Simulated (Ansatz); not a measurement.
**A basis-limit estimate, worked out**

An elementary step of SiNH4Cl, singlet (SiNH₄Cl ([NH2][SiH2][Cl]) → SiNH₂Cl ([NH][SiH][Cl]) + H₂; bonds formed: H2–H4; bonds broken: Si1–H2, N3–H4). “Start” is the structure reached by relaxing down from the saddle towards the reactants; PBE0-D4/def2-TZVP structures. The saddle:

```xyz
7
angstrom
Si -0.4335 -0.2242 0.0378
H 0.4610 0.6108 1.2889
N 0.7279 0.2170 -0.9808
H 0.8461 0.7931 0.4959
H -1.7483 0.4151 0.2809
Cl -0.6329 -2.0842 0.8604
H 0.7797 0.2725 -1.9832
```

Ansatz 0.2.0; basis: def2-TZVPP and def2-QZVPP; cores frozen in the correlated methods.

Energies in eV:

| quantity | saddle | start |
| --- | --- | --- |
| Hartree–Fock, triple zeta (X = 3) | -21910.41532 | -21914.63589 |
| Hartree–Fock, quadruple zeta (X = 4) | -21911.11399 | -21915.32012 |
| MP2 correlation, X = 3 | -15.15502 | -14.43597 |
| MP2 correlation, X = 4 | -16.40437 | -15.67184 |
| CCSD(T) correlation, X = 3 | -16.72467 | -16.07735 |

(1) Work out the barrier at the basis limit: extrapolate Hartree–Fock as E(X) = E∞ + A exp(−7.88 √X) and the MP2 correlation as E(X) = E∞ + B X^−2.97 (the exponents that Neese and Valeev fitted for def2-TZVPP and QZVPP), then add CCSD(T) − MP2 in triple zeta.

No T1 diagnostic of these runs exceeds 0.017.

Results:

(1) Each step is linear, so take the differences first (saddle − start): Hartree–Fock 4.22057 (X = 3) and 4.20613 (X = 4); MP2 correlation -0.71905 and -0.73253; CCSD(T) correlation -0.64732.
Two points give E∞ = E(4) + w [E(4) − E(3)], with w = 1/(exp(7.88 (2 − √3)) − 1) = 0.1377 for Hartree–Fock and w = 1/((4/3)^2.97 − 1) = 0.7407 for the correlation.
Hartree–Fock: 4.20613 + 0.1377 × (-0.01444) = 4.2041 eV.
MP2 correlation: -0.73253 + 0.7407 × (-0.01348) = -0.7425 eV.
CCSD(T) − MP2: -0.64732 − (-0.71905) = 0.0717 eV.
Sum: 4.2041 + (-0.7425) + 0.0717 = 3.5333 eV, or 81.48 kcal/mol. Plain CCSD(T) in triple zeta gives 3.5733 eV, so the larger basis shifts the result by -0.0400 eV.

Labels in which every atom is bracketed show which atoms are joined, not bond orders.

For scale, one of the runs: CCSD(T)/def2-TZVPP, 171 basis functions, launched by `ansatz run in.yaml --threads 2 --pin off --events-out ev --progress --plain --max-ram 4352MiB`. Time: 20 s of wall clock on 2 CPU threads of an Arm Neoverse V2; the host was shared. Peak host memory: 1.4 GiB.
